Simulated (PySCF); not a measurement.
**Frontier levels across methods**

C4H3FS.
SMILES with atom numbers: `[F:1][c:2]1[cH:3][cH:4][cH:5][s:6]1` (hydrogens: H7 on C3; H8 on C4; H9 on C5)

Basis pcSseg-2 throughout (PySCF), one geometry. Isolated species at its PBE0-D3(BJ)/def2-SVP geometry, gas phase.

Question: How do the orbital energies, the gap and the dipole change with the method?

Answer: 
```
   method                    kind  HOMO (eV)  LUMO (eV)  gap (eV)  μ (D)  SCF cycles
     BLYP                     GGA      -5.55      -1.24      4.31   1.33          17
    B97-D                     GGA      -5.64      -1.29      4.35   1.34          16
     OPBE                     GGA      -5.69      -1.28      4.41   1.30          16
      KT2                     GGA      -5.71      -1.33      4.38   1.36          17
      KT3                     GGA      -5.71      -1.33      4.39   1.35          17
      PBE                     GGA      -5.72      -1.37      4.35   1.31          17
     BP86                     GGA      -5.80      -1.46      4.34   1.31          16
      LDA                     LDA      -5.92      -1.59      4.33   1.38          16
    B97-2           global hybrid      -6.55      -0.55      6.00   1.47          14
    B3LYP           global hybrid      -6.59      -0.72      5.87   1.48          14
     PBE0           global hybrid      -6.81      -0.51      6.30   1.48          14
 mPW1PW91           global hybrid      -6.82      -0.53      6.30   1.49          14
BHandHLYP           global hybrid      -7.72       0.47      8.18   1.66          13
CAM-B3LYP  range-separated hybrid      -8.08       0.55      8.64   1.57          13
  wB97X-D  range-separated hybrid      -8.60       1.24      9.84   1.52          14
       HF            Hartree–Fock      -9.00       2.71     11.71   1.84          12
  LC-wPBE  range-separated hybrid      -9.41       1.60     11.01   1.59          14
```

The HOMO spans 3.86 eV, from BLYP down to LC-wPBE, and the gap runs from 4.31 eV (BLYP) to 11.71 eV (HF). Over the methods BLYP (0 %), B97-D (0 %), OPBE (0 %), KT2 (0 %), KT3 (0 %), PBE (0 %), BP86 (0 %), LDA (0 %), B97-2 (21 %), B3LYP (20 %), PBE0 (25 %), mPW1PW91 (25 %), BHandHLYP (50 %), HF (100 %), a straight line through the gap against the share of exact exchange rises by 0.74 eV for each 10 % (correlation coefficient 1.000). The dipole ranges from 1.30 D (OPBE) to 1.84 D (HF). This basis has no diffuse functions.

The vertical ΔSCF ionisation energy at CAM-B3LYP/def2-SVPD is 8.98 eV; −ε(HOMO) comes closest to it with HF (9.00 eV).
